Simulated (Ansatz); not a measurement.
Mulliken charges of F3P, SMILES `FP(F)F` from PBE/def2-TZVPP in Ansatz (PBE0-D4/def2-TZVP geometry).

| atom | x (Å) | y (Å) | z (Å) | charge (e) |
| --- | --- | --- | --- | --- |
| F1 | 0.834 | -0.663 | 0.875 | -0.196 |
| P2 | -0.298 | 0.315 | 0.392 | 0.587 |
| F3 | -1.062 | -0.697 | -0.537 | -0.196 |
| F4 | 0.525 | 1.045 | -0.730 | -0.196 |

Question: By hand: the dipole of these point charges (1 e Å = 4.8032 D).

Answer: Σ q r = (-0.233, 0.247, 0.307) e Å, of length 0.458 e Å = 2.20 D.

Question: How does the dipole of the full density compare? (Best estimate.)

Answer: Ansatz gave: (-0.089, 0.094, 0.118) e Å, 0.84 D; the point charges give 2.62 times that, at 0° from its direction.

Point charges leave out the atoms' own dipoles, such as those of lone pairs, and Mulliken's split depends on the basis, so the two needn't agree.
